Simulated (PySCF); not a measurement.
BCl2H: core ionisation energies

Species: BHCl2.
Bonds: Cl1–B2, B2–Cl3. Hydrogens: H4 on B2.

Theory: delta-SCF UKS SCAN, pcX-2 on the ionised atom, pcseg-1 elsewhere, spin-free X2C in PySCF 2.14.0. Each binding energy is the total energy of the core-ionised species, with the hole localised on one atom, minus that of the ground state; both are solved self-consistently, so orbital relaxation is included.

What binding energy does each computed site have?

```csv
atom(s),bonded to,level,binding energy (eV),2p1/2 (eV),count
Cl1/Cl3,B,Cl 2p3/2,207.01,208.66,2
Cl1/Cl3,B,Cl 1s,2829.57,–,2
```

Which photon energy gives electrons from Cl 1s of Cl1/Cl3 a kinetic energy of 20 eV, and what is their de Broglie wavelength?

hν = 2829.57 + 20 = 2849.57 eV, recoil neglected; λ = 12.264 Å/√(E/eV) = 2.74 Å.

Give the binding energy of Cl 1s of Cl1/Cl3 in hartree and in kJ/mol.

2829.57 eV = 103.9848 Eh = 273012 kJ/mol.

The first atom of each set that the bonding makes equivalent was ionised and stands for the set. Not every level is listed. Spin–orbit coupling isn't in the SCF: each 2p doublet comes from a relaxed spin-free hole plus a matrix of the shell (mean-field spin–orbit coupling and the ground-state 2p splitting), with 2p3/2 averaged over its two sublevels. 2p1/2 minus 2p3/2 (ligand field included): Cl 1.65 eV. No level of boron is listed. Geometry: PBE0-D3(BJ)/def2-SVP; no solvent, vibrations or thermal averaging.
